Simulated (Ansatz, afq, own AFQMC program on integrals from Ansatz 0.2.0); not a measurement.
SiGeH5, doublet in cc-pVDZ, levels against CCSDT(Q)

```xyz
7

Ge   -0.9298    0.0141    0.0000
H    -1.4413    1.4607    0.0000
H    -1.4413   -0.7092    1.2528
H    -1.4413   -0.7092   -1.2528
H     0.8782    0.0141    0.0000
Si    2.4272    0.0141    0.0000
H     2.8236   -1.4654    0.0000
```

Basis cc-pVDZ. Only valence electrons are correlated. AFQMC by an in-house program on the Cholesky factors that Ansatz 0.2.0 writes for its CCSD(T) run. The CISD trial takes its coefficients from CCSD amplitudes. Released means that phaseless walkers are propagated on without the constraint, phases kept. ± is one standard error of the sampling. No spin–orbit coupling.

Determinant: UHF, the one that the program's search chose, which needn't be the lowest solution. The geometry is a point of a scan.

No full CI on the walks' own integrals is used here; CCSDT(Q) serves as the reference and is uncertain by about the last step of the cluster series.

Cautions: no relativity below Rb; no spin-orbit coupling; inner d shell frozen; the released energies are still falling, so no released level is given (meV from the phaseless value at times in 1/Eh: -0.3 ± 2.3 at 0.24, -7 ± 3 at 0.51, -8 ± 3 at 0.99, -10 ± 3 at 1.62, -14 ± 4 at 2.40), though the last usable value meets CCSDT(Q) within the noise.

The T1 diagnostic is 0.0194. The weight of the determinant in the CISD state is 0.845, the ⟨S²⟩ of the determinant is 0.782 and the size of the correlated space is 13 electrons in 51 orbitals.

Reference: CCSDT(Q), correlation energy -6.881 eV.

| level | E − E(reference) (kJ/mol) | share of correlation (%) |
| --- | --- | --- |
| HF | 663.9 | 0.00 |
| MP2 | 156.5 | 76.42 |
| CCSD | 22.5 | 96.61 |
| CCSD(T) | 5.0 | 99.24 |
| CCSDT | 0.9 | 99.87 |
| ph-AFQMC/CISD | 1.4 ± 0.3 | 99.79 |

A walk keeps the symmetry of its determinant, which the program's search chose and which needn't be the lowest solution, so a lower state of the same spin and another symmetry isn't excluded.
